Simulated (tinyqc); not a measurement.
Inside a calculation (part 3 of 3). Method: UHF in the sto-6g basis, for LiH, spin multiplicity 1. Computed by tinyqc, a small Python program that keeps every step (integrals from PySCF). Command: `OMP_NUM_THREADS=1 python tinyqc.py 23986 23987 out.jsonl` (the two numbers bound the seeds that draw the settings). One thread of a shared host (Intel(R) Xeon(R) Processor @ 2.60GHz), about 0.2 s of CPU time with the checks.

Geometry (angstrom):
```
atom        x        y        z
Li    0.00000  0.00000  0.00000
H     0.00000  0.00000  2.26700
```

## Iteration 4: diagonalisation and new density

extrapolated F(alpha) (hartree), order 1Li 1s, 1Li 2s, 1Li 2px, 1Li 2py, 1Li 2pz, 2H 1s:
$$\begin{pmatrix}
-2.40679 & -0.61344 & 0.00000 & 0.00000 & 0.00875 & -0.04100 \\
-0.61344 & -0.28500 & 0.00000 & 0.00000 & -0.06217 & -0.15812 \\
0.00000 & 0.00000 & 0.13881 & 0.00000 & 0.00000 & 0.00000 \\
0.00000 & 0.00000 & 0.00000 & 0.13881 & 0.00000 & 0.00000 \\
0.00875 & -0.06217 & 0.00000 & 0.00000 & 0.09501 & -0.10176 \\
-0.04100 & -0.15812 & 0.00000 & 0.00000 & -0.10176 & 0.15551
\end{pmatrix}$$

extrapolated F(beta) (hartree), order 1Li 1s, 1Li 2s, 1Li 2px, 1Li 2py, 1Li 2pz, 2H 1s:
$$\begin{pmatrix}
-2.38420 & -0.61924 & 0.00000 & 0.00000 & 0.00881 & -0.04309 \\
-0.61924 & -0.12147 & 0.00000 & 0.00000 & -0.03501 & -0.17792 \\
0.00000 & 0.00000 & 0.17911 & 0.00000 & 0.00000 & 0.00000 \\
0.00000 & 0.00000 & 0.00000 & 0.17911 & 0.00000 & 0.00000 \\
0.00881 & -0.03501 & 0.00000 & 0.00000 & 0.08529 & -0.22524 \\
-0.04309 & -0.17792 & 0.00000 & 0.00000 & -0.22524 & -0.33614
\end{pmatrix}$$

X, order 1Li 1s, 1Li 2s, 1Li 2px, 1Li 2py, 1Li 2pz, 2H 1s:
$$\begin{pmatrix}
1.02229 & -0.12593 & 0.00000 & 0.00000 & -0.00528 & 0.01684 \\
-0.12593 & 1.04927 & 0.00000 & 0.00000 & 0.03864 & -0.14230 \\
0.00000 & 0.00000 & 1.00000 & 0.00000 & 0.00000 & 0.00000 \\
0.00000 & 0.00000 & 0.00000 & 1.00000 & 0.00000 & 0.00000 \\
-0.00528 & 0.03864 & 0.00000 & 0.00000 & 1.05422 & -0.20056 \\
0.01684 & -0.14230 & 0.00000 & 0.00000 & -0.20056 & 1.08073
\end{pmatrix}$$

Diagonalise F' = X^T F X, C = X C', fill 2 alpha and 2 beta electrons from the bottom; D(s) = C_occ C_occ^T. Each column has its largest component positive (the first on a tie).

F' = X^T F X (alpha) (hartree):
$$\begin{pmatrix}
-2.36272 & -0.31936 & 0.00000 & 0.00000 & 0.00877 & 0.02104 \\
-0.31936 & -0.14480 & 0.00000 & 0.00000 & -0.01936 & -0.16916 \\
0.00000 & 0.00000 & 0.13881 & 0.00000 & 0.00000 & 0.00000 \\
0.00000 & 0.00000 & 0.00000 & 0.13881 & 0.00000 & 0.00000 \\
0.00877 & -0.01936 & 0.00000 & 0.00000 & 0.15183 & -0.17368 \\
0.02104 & -0.16916 & 0.00000 & 0.00000 & -0.17368 & 0.26959
\end{pmatrix}$$

orbital energies (alpha) (hartree): MO1 -2.40780, MO2 -0.18923, MO3 0.08429, MO4 0.13881, MO5 0.13881, MO6 0.42665

coefficients C (alpha), order 1Li 1s, 1Li 2s, 1Li 2px, 1Li 2py, 1Li 2pz, 2H 1s:
$$\begin{pmatrix}
0.99468 & -0.22579 & 0.11959 & 0.00000 & 0.00000 & 0.08113 \\
0.02176 & 0.86513 & -0.47961 & 0.00000 & 0.00000 & -0.39952 \\
0.00000 & 0.00000 & 0.00000 & 0.89015 & -0.45566 & 0.00000 \\
0.00000 & 0.00000 & 0.00000 & 0.45566 & 0.89015 & 0.00000 \\
-0.00240 & 0.23054 & 0.77449 & 0.00000 & 0.00000 & -0.70720 \\
-0.00179 & 0.27929 & 0.29780 & 0.00000 & 0.00000 & 1.03055
\end{pmatrix}$$

F' = X^T F X (beta) (hartree):
$$\begin{pmatrix}
-2.33510 & -0.34985 & 0.00000 & 0.00000 & 0.00338 & 0.01851 \\
-0.34985 & 0.03656 & 0.00000 & 0.00000 & 0.02670 & -0.15525 \\
0.00000 & 0.00000 & 0.17911 & 0.00000 & 0.00000 & 0.00000 \\
0.00000 & 0.00000 & 0.00000 & 0.17911 & 0.00000 & 0.00000 \\
0.00338 & 0.02670 & 0.00000 & 0.00000 & 0.17624 & -0.21727 \\
0.01851 & -0.15525 & 0.00000 & 0.00000 & -0.21727 & -0.24060
\end{pmatrix}$$

orbital energies (beta) (hartree): MO1 -2.38566, MO2 -0.37302, MO3 0.08903, MO4 0.17911, MO5 0.17911, MO6 0.30675

coefficients C (beta), order 1Li 1s, 1Li 2s, 1Li 2px, 1Li 2py, 1Li 2pz, 2H 1s:
$$\begin{pmatrix}
0.99379 & -0.06442 & -0.23553 & 0.00000 & 0.00000 & -0.11834 \\
0.02517 & 0.18688 & 0.91226 & 0.00000 & 0.00000 & 0.52037 \\
0.00000 & 0.00000 & 0.00000 & 0.40590 & 0.91392 & 0.00000 \\
0.00000 & 0.00000 & 0.00000 & 0.91392 & -0.40590 & 0.00000 \\
-0.00282 & 0.19084 & -0.46045 & 0.00000 & 0.00000 & 0.95115 \\
-0.00149 & 0.85894 & -0.12580 & 0.00000 & 0.00000 & -0.68929
\end{pmatrix}$$

D(alpha) after iteration 4, order 1Li 1s, 1Li 2s, 1Li 2px, 1Li 2py, 1Li 2pz, 2H 1s:
$$\begin{pmatrix}
1.04037 & -0.17369 & 0.00000 & 0.00000 & -0.05445 & -0.06484 \\
-0.17369 & 0.74892 & 0.00000 & 0.00000 & 0.19940 & 0.24158 \\
0.00000 & 0.00000 & 0.00000 & 0.00000 & 0.00000 & 0.00000 \\
0.00000 & 0.00000 & 0.00000 & 0.00000 & 0.00000 & 0.00000 \\
-0.05445 & 0.19940 & 0.00000 & 0.00000 & 0.05316 & 0.06439 \\
-0.06484 & 0.24158 & 0.00000 & 0.00000 & 0.06439 & 0.07801
\end{pmatrix}$$

D(beta) after iteration 4, order 1Li 1s, 1Li 2s, 1Li 2px, 1Li 2py, 1Li 2pz, 2H 1s:
$$\begin{pmatrix}
0.99177 & 0.01298 & 0.00000 & 0.00000 & -0.01509 & -0.05682 \\
0.01298 & 0.03556 & 0.00000 & 0.00000 & 0.03559 & 0.16048 \\
0.00000 & 0.00000 & 0.00000 & 0.00000 & 0.00000 & 0.00000 \\
0.00000 & 0.00000 & 0.00000 & 0.00000 & 0.00000 & 0.00000 \\
-0.01509 & 0.03559 & 0.00000 & 0.00000 & 0.03643 & 0.16392 \\
-0.05682 & 0.16048 & 0.00000 & 0.00000 & 0.16392 & 0.73777
\end{pmatrix}$$

Within a degenerate level the vectors are fixed only up to a rotation; this is one choice.

## Iteration 11 (converged): orbitals

converged F(alpha) (hartree), order 1Li 1s, 1Li 2s, 1Li 2px, 1Li 2py, 1Li 2pz, 2H 1s:
$$\begin{pmatrix}
-2.40670 & -0.61274 & 0.00000 & 0.00000 & 0.00801 & -0.04086 \\
-0.61274 & -0.29250 & 0.00000 & 0.00000 & -0.05670 & -0.15325 \\
0.00000 & 0.00000 & 0.13736 & 0.00000 & 0.00000 & 0.00000 \\
0.00000 & 0.00000 & 0.00000 & 0.13736 & 0.00000 & 0.00000 \\
0.00801 & -0.05670 & 0.00000 & 0.00000 & 0.09993 & -0.09351 \\
-0.04086 & -0.15325 & 0.00000 & 0.00000 & -0.09351 & 0.16912
\end{pmatrix}$$

converged F(beta) (hartree), order 1Li 1s, 1Li 2s, 1Li 2px, 1Li 2py, 1Li 2pz, 2H 1s:
$$\begin{pmatrix}
-2.38229 & -0.61925 & 0.00000 & 0.00000 & 0.00797 & -0.04311 \\
-0.61925 & -0.11810 & 0.00000 & 0.00000 & -0.03711 & -0.17838 \\
0.00000 & 0.00000 & 0.18047 & 0.00000 & 0.00000 & 0.00000 \\
0.00000 & 0.00000 & 0.00000 & 0.18047 & 0.00000 & 0.00000 \\
0.00797 & -0.03711 & 0.00000 & 0.00000 & 0.08781 & -0.22767 \\
-0.04311 & -0.17838 & 0.00000 & 0.00000 & -0.22767 & -0.35540
\end{pmatrix}$$

As before.

F' = X^T F X (alpha) (hartree):
$$\begin{pmatrix}
-2.36293 & -0.31757 & 0.00000 & 0.00000 & 0.00749 & 0.02075 \\
-0.31757 & -0.15404 & 0.00000 & 0.00000 & -0.01527 & -0.16516 \\
0.00000 & 0.00000 & 0.13736 & 0.00000 & 0.00000 & 0.00000 \\
0.00000 & 0.00000 & 0.00000 & 0.13736 & 0.00000 & 0.00000 \\
0.00749 & -0.01527 & 0.00000 & 0.00000 & 0.15472 & -0.16842 \\
0.02075 & -0.16516 & 0.00000 & 0.00000 & -0.16842 & 0.28077
\end{pmatrix}$$

orbital energies (alpha) (hartree): MO1 -2.40769, MO2 -0.18866, MO3 0.08532, MO4 0.13736, MO5 0.13736, MO6 0.42955

coefficients C (alpha), order 1Li 1s, 1Li 2s, 1Li 2px, 1Li 2py, 1Li 2pz, 2H 1s:
$$\begin{pmatrix}
0.99473 & -0.23117 & 0.10932 & 0.00000 & 0.00000 & 0.07984 \\
0.02157 & 0.88804 & -0.44065 & 0.00000 & 0.00000 & -0.39409 \\
0.00000 & 0.00000 & 0.00000 & 0.52719 & 0.84975 & 0.00000 \\
0.00000 & 0.00000 & 0.00000 & 0.84975 & -0.52719 & 0.00000 \\
-0.00211 & 0.20485 & 0.78809 & 0.00000 & 0.00000 & -0.70006 \\
-0.00192 & 0.25693 & 0.30225 & 0.00000 & 0.00000 & 1.03506
\end{pmatrix}$$

F' = X^T F X (beta) (hartree):
$$\begin{pmatrix}
-2.33305 & -0.35054 & 0.00000 & 0.00000 & 0.00273 & 0.01844 \\
-0.35054 & 0.03992 & 0.00000 & 0.00000 & 0.02466 & -0.15308 \\
0.00000 & 0.00000 & 0.18047 & 0.00000 & 0.00000 & 0.00000 \\
0.00000 & 0.00000 & 0.00000 & 0.18047 & 0.00000 & 0.00000 \\
0.00273 & 0.02466 & 0.00000 & 0.00000 & 0.17914 & -0.21623 \\
0.01844 & -0.15308 & 0.00000 & 0.00000 & -0.21623 & -0.26185
\end{pmatrix}$$

orbital energies (beta) (hartree): MO1 -2.38377, MO2 -0.38824, MO3 0.09357, MO4 0.18047, MO5 0.18047, MO6 0.30260

coefficients C (beta), order 1Li 1s, 1Li 2s, 1Li 2px, 1Li 2py, 1Li 2pz, 2H 1s:
$$\begin{pmatrix}
0.99374 & -0.06138 & -0.23727 & 0.00000 & 0.00000 & -0.11690 \\
0.02538 & 0.17372 & 0.91935 & 0.00000 & 0.00000 & 0.51238 \\
0.00000 & 0.00000 & 0.00000 & 0.98494 & -0.17292 & 0.00000 \\
0.00000 & 0.00000 & 0.00000 & 0.17292 & 0.98494 & 0.00000 \\
-0.00242 & 0.18006 & -0.44828 & 0.00000 & 0.00000 & 0.95903 \\
-0.00164 & 0.86949 & -0.12821 & 0.00000 & 0.00000 & -0.67548
\end{pmatrix}$$

D(alpha) after iteration 11, order 1Li 1s, 1Li 2s, 1Li 2px, 1Li 2py, 1Li 2pz, 2H 1s:
$$\begin{pmatrix}
1.04293 & -0.18383 & 0.00000 & 0.00000 & -0.04945 & -0.06130 \\
-0.18383 & 0.78909 & 0.00000 & 0.00000 & 0.18187 & 0.22812 \\
0.00000 & 0.00000 & 0.00000 & 0.00000 & 0.00000 & 0.00000 \\
0.00000 & 0.00000 & 0.00000 & 0.00000 & 0.00000 & 0.00000 \\
-0.04945 & 0.18187 & 0.00000 & 0.00000 & 0.04197 & 0.05264 \\
-0.06130 & 0.22812 & 0.00000 & 0.00000 & 0.05264 & 0.06602
\end{pmatrix}$$

D(beta) after iteration 11, order 1Li 1s, 1Li 2s, 1Li 2px, 1Li 2py, 1Li 2pz, 2H 1s:
$$\begin{pmatrix}
0.99129 & 0.01456 & 0.00000 & 0.00000 & -0.01345 & -0.05500 \\
0.01456 & 0.03082 & 0.00000 & 0.00000 & 0.03122 & 0.15100 \\
0.00000 & 0.00000 & 0.00000 & 0.00000 & 0.00000 & 0.00000 \\
0.00000 & 0.00000 & 0.00000 & 0.00000 & 0.00000 & 0.00000 \\
-0.01345 & 0.03122 & 0.00000 & 0.00000 & 0.03243 & 0.15656 \\
-0.05500 & 0.15100 & 0.00000 & 0.00000 & 0.15656 & 0.75602
\end{pmatrix}$$

Within a degenerate level the vectors are fixed only up to a rotation; this is one choice.

## Convergence

Stop when the energy changes by less than 1e-08 hartree and every element of the error matrix X^T (F D S - S D F) X (for each spin) is below 3e-05.

Course of the cycle:
```
iteration  E (hartree)     change  largest element of the error matrix
1           -7.7454414          -                             1.91e-01
2           -7.8897140  -1.44e-01                             3.24e-02
3           -7.8964896  -6.78e-03                             8.97e-03
4           -7.8973433  -8.54e-04                             2.84e-03
5           -7.8974200  -7.67e-05                             1.94e-03
6           -7.8974684  -4.85e-05                             1.24e-03
7           -7.8975220  -5.36e-05                             4.32e-04
8           -7.8975288  -6.80e-06                             1.44e-04
9           -7.8975292  -3.42e-07                             6.91e-05
10          -7.8975292  -7.31e-08                             1.68e-05
11          -7.8975292  -6.08e-09                             8.04e-06
```

PySCF UHF in the same basis, after a stability check = -7.8975292 hartree

Converged in 11 iterations.

## Populations, bond orders and dipole

overlap S, order 1Li 1s, 1Li 2s, 1Li 2px, 1Li 2py, 1Li 2pz, 2H 1s:
$$\begin{pmatrix}
1.00000 & 0.23574 & 0.00000 & 0.00000 & 0.00000 & 0.01579 \\
0.23574 & 1.00000 & 0.00000 & 0.00000 & 0.00000 & 0.24428 \\
0.00000 & 0.00000 & 1.00000 & 0.00000 & 0.00000 & 0.00000 \\
0.00000 & 0.00000 & 0.00000 & 1.00000 & 0.00000 & 0.00000 \\
0.00000 & 0.00000 & 0.00000 & 0.00000 & 1.00000 & 0.35302 \\
0.01579 & 0.24428 & 0.00000 & 0.00000 & 0.35302 & 1.00000
\end{pmatrix}$$

Mulliken: Z minus the diagonal of D S on the atom; Loewdin: the same with S^(1/2) D S^(1/2); Mayer order: 2 sum_s sum (D(s) S)_ij (D(s) S)_ji over the two atoms.

Charges (e):
```
atom  Mulliken   Loewdin  Mulliken spin
1Li   -0.01334  -0.02610        0.70795
2H     0.01334   0.02610       -0.70795
```

Mayer bond orders:
```
pair    order
2-1   0.49863
```

dipole moment about the origin, x y z (debye): [0.00000, 0.00000, -2.89436]

<S^2> of the determinant (pure state: 0) = 0.53524
